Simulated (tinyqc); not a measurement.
Extended Hueckel theory, for PH3+, step by step. The parameters take no account of the charge, which enters only through the electron count. One step of it, computed by the program tinyqc.

Task: Mulliken analysis. P = C n C^T; charge = valence electrons (P 5, H 1) minus the sum of (P S)_ii on the atom; overlap population = 2 sum P_ij S_ij between two atoms.

coefficients:
```
              MO1        MO2        MO3        MO4        MO5        MO6        MO7
1P 3s    0.613730   0.000034   0.000000   0.382614   0.000000  -0.000143   1.149348
1P 3px  -0.000008   0.588430   0.000000  -0.000010   0.000000   1.137080   0.000149
1P 3py   0.000000   0.000000   0.588495   0.000000   1.136705   0.000000   0.000000
1P 3pz  -0.083529  -0.000001   0.000000   0.901458   0.000000   0.000087  -0.681135
2H 1s    0.256414   0.439557   0.000000  -0.072095   0.000000  -0.987341  -0.746631
3H 1s    0.256339  -0.219853   0.380729  -0.072064  -0.855005   0.493966  -0.746097
4H 1s    0.256339  -0.219853  -0.380729  -0.072064   0.855005   0.493966  -0.746097
```

occupations: 2.000000  2.000000  2.000000  1.000000  0.000000  0.000000  0.000000

overlap S:
```
           1P 3s     1P 3px     1P 3py     1P 3pz      2H 1s      3H 1s      4H 1s
1P 3s   1.000000   0.000000   0.000000   0.000000   0.386580   0.386447   0.386447
1P 3px  0.000000   1.000000   0.000000   0.000000   0.493010  -0.246608  -0.246608
1P 3py  0.000000   0.000000   1.000000   0.000000   0.000000   0.426850  -0.426850
1P 3pz  0.000000   0.000000   0.000000   1.000000  -0.224061  -0.223983  -0.223983
2H 1s   0.386580   0.493010   0.000000  -0.224061   1.000000   0.064782   0.064782
3H 1s   0.386447  -0.246608   0.426850  -0.223983   0.064782   1.000000   0.064814
4H 1s   0.386447  -0.246608  -0.426850  -0.223983   0.064782   0.064814   1.000000
```

Give: charges; Overlap populations.

Result:

charges: 1P 0.718, 2H 0.094, 3H 0.094, 4H 0.094

Overlap populations:
```
pair      value
2-1    0.780421
3-1    0.780319
3-2   -0.007336
4-1    0.780319
4-2   -0.007336
4-3   -0.007340
```
